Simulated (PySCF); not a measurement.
## Telling isomers of C2H5FO apart by NMR

Gas phase, no relativistic terms, fast rotation and ring inversion assumed for equivalent nuclei, one conformer. PBE0-D3(BJ)/def2-SVP structure; σ from GIAO-PBE0/pcSseg-1; couplings computed with B3LYP/pcJ-1; PySCF 2.14.0 with density-fitted response routines.

References, each an isolated molecule treated in the same way: 1H (σ = 31.27 ppm), 13C (σ = 184.41 ppm) against TMS. Multiplet labels drop J under 1 Hz and among equivalent protons, and merge close values. Unscaled 3J(H,H) run several per cent high. Vicinal couplings that depend on rotamer populations or ring flexing (ring, CH–CH, X–H and H–F types) are those of the one conformer. One-bond C–F couplings are unscaled and too large by tens of Hz. Shifts are as computed. Against solution values, carbons near 30 ppm lie about +2 ppm off and those near 130 ppm about +5 ppm. Of 1211 compounds with measured shifts, 218 miss one by over three times the rms of a fit or turn the order of signals round; such compounds aren't used in these exercises. Across acyclic CH2–CH2 and CH–CH2 bonds, 3J(H,H) assumes equally populated rotamers. OH and NH positions are gas-phase values without hydrogen bonding to other molecules.

(1) Tabulate the signals of `OCCF`, `COCF` and their relative energies.

(2) What is the quickest way to tell OCCF from COCF?

Results:

(1) 
```json
{"SMILES": "OCCF", "carbon types": "2×CH2", "δC": "86.5, 63.8", "δH": "4.44 (dt, 2H), 3.69 (dt, 2H), 1.13 (br s, 1H)", "E rel. (kcal/mol)": "0.0"}
{"SMILES": "COCF", "carbon types": "1×CH2 1×CH3", "δC": "105.6, 56.2", "δH": "5.13 (d, 2H), 3.44 (d, 3H)", "E rel. (kcal/mol)": "2.2"}
```

Energies are electronic energies at PBE0/pcSseg-1 on these geometries, without zero-point or thermal terms, each for the one conformer computed, which needn't be the lowest.

(2) Both give the same number of carbon signals, but DEPT or the intensities differ. The first has an sp3 CH2 bonded to O at 63.8 ppm, the second a methyl carbon bonded to O (CH3) at 56.2 ppm. Their most deshielded carbons lie at 86.5 and 105.6 ppm. In the proton spectra the most deshielded non-exchanging signals are 4.44 (dt, J = 55.2, 5.5 Hz, 2H) and 5.13 (d, J = 62.8 Hz, 2H).
